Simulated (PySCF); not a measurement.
# TDDFT excited states: C8H8O

Acetophenone, C8H8O.
InChI=1S/C8H8O/c1-7(9)8-5-3-2-4-6-8/h2-6H,1H3

Theory: TDDFT wB97X-D/def2-SVPD, vertical, gas phase, core orbitals frozen in the response in PySCF 2.14.0, density-fitted response routines. The structure is a single PBE0-D3(BJ)/def2-SVP conformer in the gas phase; no vibrational or solvent corrections. Torsions of this conformer, `[CH3:1][C:2](=[O:3])[c:4]1[cH:5][cH:6][cH:7][cH:8][cH:9]1`: C1–C2–C4–C5 1°.

Question: List the vertical singlet excitations with oscillator strengths and describe the spectrum.

Answer: 

```json
{"state": "S1", "E (eV)": "3.99", "λ (nm)": "310.4", "ν̃ (cm⁻¹)": "32210", "f": "0.0001", "symmetry": "–", "main configurations (H = HOMO, L = LUMO)": "H→L (76%), H-1→L (13%), H→L+3 (8%)"}
{"state": "S2", "E (eV)": "5.05", "λ (nm)": "245.6", "ν̃ (cm⁻¹)": "40710", "f": "0.019", "symmetry": "A′", "main configurations (H = HOMO, L = LUMO)": "H-2→L (46%), H-1→L (26%), H-1→L+1 (12%)"}
{"state": "S3", "E (eV)": "5.47", "λ (nm)": "226.5", "ν̃ (cm⁻¹)": "44150", "f": "0.231", "symmetry": "A′", "main configurations (H = HOMO, L = LUMO)": "H-1→L (50%), H-2→L (30%), H→L (8%)"}
{"state": "S4", "E (eV)": "6.59", "λ (nm)": "188.2", "ν̃ (cm⁻¹)": "53130", "f": "0.0045", "symmetry": "A′", "main configurations (H = HOMO, L = LUMO)": "H→L+1 (88%)"}
{"state": "S5", "E (eV)": "6.60", "λ (nm)": "187.8", "ν̃ (cm⁻¹)": "53240", "f": "0.221", "symmetry": "A′", "main configurations (H = HOMO, L = LUMO)": "H-1→L+1 (46%), H-2→L+1 (22%), H-2→L (19%)"}
{"state": "S6", "E (eV)": "6.77", "λ (nm)": "183.1", "ν̃ (cm⁻¹)": "54620", "f": "0.515", "symmetry": "A′", "main configurations (H = HOMO, L = LUMO)": "H-2→L+1 (59%), H-1→L+1 (22%)"}
{"state": "S7", "E (eV)": "7.02", "λ (nm)": "176.7", "ν̃ (cm⁻¹)": "56600", "f": "0.0000", "symmetry": "–", "main configurations (H = HOMO, L = LUMO)": "H-3→L (90%)"}
{"state": "S8", "E (eV)": "7.24", "λ (nm)": "171.1", "ν̃ (cm⁻¹)": "58430", "f": "0.0018", "symmetry": "–", "main configurations (H = HOMO, L = LUMO)": "H-5→L (43%), H→L+3 (34%)"}
{"state": "S9", "E (eV)": "7.63", "λ (nm)": "162.4", "ν̃ (cm⁻¹)": "61570", "f": "0.022", "symmetry": "A′", "main configurations (H = HOMO, L = LUMO)": "H→L+2 (63%), H→L+5 (10%)"}
{"state": "S10", "E (eV)": "7.66", "λ (nm)": "162.0", "ν̃ (cm⁻¹)": "61750", "f": "0.0032", "symmetry": "A″", "main configurations (H = HOMO, L = LUMO)": "H-1→L+2 (57%), H-2→L+2 (16%)"}
```

Triplets, Tamm–Dancoff:

```tsv
state	E (eV)	λ (nm)	main configurations (H = HOMO, L = LUMO)
T1	3.52	351.8	H→L (74%), H-1→L (12%), H→L+3 (10%)
T2	3.78	327.6	H-1→L (56%), H-2→L (16%), H→L (9%)
T3	4.35	285.3	H-2→L (70%), H-1→L (17%)
T4	4.69	264.5	H-2→L+1 (51%), H-1→L+1 (29%)
```

The lowest singlet comes at 310 nm (385 kJ/mol) in the ultraviolet; it is dark (f under 0.0005); its leading configuration is HOMO→LUMO (76%). The most intense listed level is S6 at 6.77 eV (183 nm, f = 0.515), 2.78 eV above S1. Löwdin shares by element: HOMO (one of a set within 0.03 eV) oxygen 54%, carbon 29% or more (atoms not listed hold the other 17%); LUMO carbon 45% or more, oxygen 18% (atoms not listed hold the other 38%). The oscillator strengths of these states sum to 1.017; summed over the whole spectrum of an exact calculation they would give the number of electrons, 64 (Thomas–Reiche–Kuhn). Of the 10 states listed, 5 reach f = 0.01 and 2 stay under 0.0005. Orbital energies (eV): HOMO-3 -11.88, HOMO-2 -9.47, HOMO-1 -9.36, HOMO -9.35, LUMO -0.01, LUMO+1 1.18, LUMO+2 2.26. The vertical ionisation energy (ΔSCF) is 9.56 eV, 1.90 eV above S10. Symmetry labels in Cs follow from the direction of the transition dipole and are given only for states with f of 0.002 or more. Only the lowest 10 singlets were computed, as vertical energies without vibronic structure.
